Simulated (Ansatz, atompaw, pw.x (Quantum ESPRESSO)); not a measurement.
Equation-of-state test of one PAW (atompaw) potential (Li)

atompaw 4.2.0.5 input, output lines left out:

```
Li 3
LDA-PW scalarrelativistic loggrid 1500 logderivrange -2 5 176
2 2 0 0 0 0
2 0 1
2 1 0
0 0 0
c
v
v
2
3.00 3.00 3.00 1.55
y
0.15
n
y
0.35
n
y
0.45
n
custom rrkj vanderbiltortho besselshape
bessel
3.00
3.00
3.00
3.00
3.00
```

Crystal test: bcc Li in pw.x 7.5, no spin, 14³ k-points, Fermi–Dirac smearing 0.01 Ry, cutoffs 40/400 Ry. The reference is all-electron LAPW (Ansatz 0.2.0) with the same functional, mesh and smearing; V0 and B0 come from Birch–Murnaghan fits to the pressures at five volumes. Errors are pseudo minus all-electron; Δ is the rms difference of the E(V) curves that follow from these fits, minima aligned, over ±6 % about the mean V0. Mesh and smearing are coarse, so the numbers serve the comparison and aren't converged zero-temperature values; the lattice is a test structure that the element need not adopt.

All-electron: a0 = 3.366 Å (V0 = 19.06 Å³/atom), B0 = 15.0 GPa.

Q: How far does the potential miss the all-electron equation of state?

A: mean pressure error (GPa): +0.08; a0 (Å): 3.372; a0 error (%): +0.18; B0 error (%): +0.5; Δ (meV/atom): 0.3. The largest radius (3.00 bohr) exceeds half the bond length (2.76 bohr), so the spheres overlap, which is one possible source of error among others.

```json
{"V (Å³/atom)": "18.133", "P all-electron (GPa)": "0.82", "P pseudo (GPa)": "0.91"}
{"V (Å³/atom)": "18.610", "P all-electron (GPa)": "0.38", "P pseudo (GPa)": "0.46"}
{"V (Å³/atom)": "19.087", "P all-electron (GPa)": "-0.02", "P pseudo (GPa)": "0.06"}
{"V (Å³/atom)": "19.564", "P all-electron (GPa)": "-0.37", "P pseudo (GPa)": "-0.30"}
{"V (Å³/atom)": "20.041", "P all-electron (GPa)": "-0.69", "P pseudo (GPa)": "-0.62"}
```

Q: At the middle volume, how do free energy and pressure move when the wave cutoff is lowered (ecutrho held at 400 Ry)?

A:

```csv
cutoff (Ry),shift of F (meV/atom),shift of P (GPa)
18,+0.0,+0.00
24,+0.0,-0.00
32,+0.0,+0.00
```

Input at the middle volume:

```
&control
  calculation='scf', prefix='x', pseudo_dir='./', outdir='./tmp', tstress=.true., disk_io='none'
/
&system
  ibrav=0, nat=1, ntyp=1, ecutwfc=40, ecutrho=400, nbnd=7,
  occupations='smearing', smearing='fd', degauss=0.01
/
&electrons
  conv_thr=1e-09, mixing_beta=0.4, electron_maxstep=70
/
ATOMIC_SPECIES
Li 1.0 Li.UPF
CELL_PARAMETERS angstrom
  -1.68354952 1.68354952 1.68354952
  1.68354952 -1.68354952 1.68354952
  1.68354952 1.68354952 -1.68354952
ATOMIC_POSITIONS crystal
Li 0.0000 0.0000 0.0000
K_POINTS automatic
14 14 14 0 0 0
```

```bash
pw.x < Li.scf.in > Li.scf.out
```

Lines of the output:

```
Message from routine setup:
     using ibrav=0 with symmetry is DISCOURAGED, use correct ibrav instead
     lattice parameter (alat)  =       5.5104  a.u.
     unit-cell volume          =     128.8055 (a.u.)^3
     number of electrons       =         1.00
     number of Kohn-Sham states=            7
     kinetic-energy cutoff     =      40.0000  Ry
     charge density cutoff     =     400.0000  Ry
     scf convergence threshold =      1.0E-09
     Exchange-correlation= SLA PW NOGX NOGC
     number of k points=   104  Fermi-Dirac smearing, width (Ry)=  0.0100
     iteration #  1     ecut=    40.00 Ry     beta= 0.40
     total energy              =      -3.58218408 Ry
     estimated scf accuracy    <       0.00026841 Ry
     iteration #  2     ecut=    40.00 Ry     beta= 0.40
     total energy              =      -3.58185521 Ry
     estimated scf accuracy    <       0.00009608 Ry
     iteration #  3     ecut=    40.00 Ry     beta= 0.40
     total energy              =      -3.58185721 Ry
     estimated scf accuracy    <       0.00000001 Ry
     iteration #  4     ecut=    40.00 Ry     beta= 0.40
     the Fermi energy is     0.5662 ev
!    total energy              =      -3.58185721 Ry
     estimated scf accuracy    <          7.2E-10 Ry
     smearing contrib. (-TS)   =      -0.00220280 Ry
     convergence has been achieved in   4 iterations
          total   stress  (Ry/bohr**3)                   (kbar)     P=        0.62
     Message from routine punch:
     Nothing written, as per user request (disk_io='none')
```

The run at the middle volume (104 k-points, 4 iterations) took about 3.5 s on one core of a shared host (Intel(R) Xeon(R) 6975P-C, 192 threads, 378 GiB, load 72).
